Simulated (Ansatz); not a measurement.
# C2H3O: the cost of one run

Method: the levels named in each step, in Ansatz 0.2.0.

## (1) The starting structure

Bond lengths: C1–C2 1.479 Å, C2–O3 1.190 Å, C1–H4 1.094 Å, C1–H5 1.088 Å, C1–H6 1.089 Å. Angles: C1–C2–O3 132.9°, C2–C1–H4 112.5°, C2–C1–H5 108.7°, C2–C1–H6 108.1°, H4–C1–H5 109.9°, H4–C1–H6 109.8°, H5–C1–H6 107.8°.

Structure file:

```xyz
6

C    -0.9991    0.2716    0.7507
C    -0.0857    0.0468   -0.3903
O     1.0493   -0.3028   -0.4634
H    -0.5360    0.0302    1.7124
H    -1.8916   -0.3344    0.6078
H    -1.3024    1.3171    0.7405
```

## (2) A rough first relaxation, PBE-D4/def2-SVPD

input.yaml

```yaml
crystal:
  periodic: [false, false, false]
  atoms:
    - { symbol: C, position_ang: [-0.9991, 0.27157, 0.75072] }
    - { symbol: C, position_ang: [-0.08568, 0.04682, -0.39032] }
    - { symbol: O, position_ang: [1.04932, -0.30282, -0.46337] }
    - { symbol: H, position_ang: [-0.53599, 0.03021, 1.71238] }
    - { symbol: H, position_ang: [-1.89164, -0.33437, 0.60775] }
    - { symbol: H, position_ang: [-1.30239, 1.31705, 0.74046] }
magnetization:
  spin_polarized: true
  initial_magnetization: 1
basis:
  gaussian: { orbitals: def2-SVPD }
hamiltonian:
  xc: pbe
  dispersion: d4
relax:
  f_tol: 0.03
  max_steps: 200
```

Started as:

```bash
> ansatz run input.yaml --threads 4 --pin off --max-ram 10240MiB --backend cpu --events-out ev --progress --plain --runs-dir out
```

What time and memory should one allow on 4 threads of Intel Xeon at 2.50GHz (Skylake/Cascade Lake), shared host?

About 7.5 s, with a peak of 0.16 GiB.
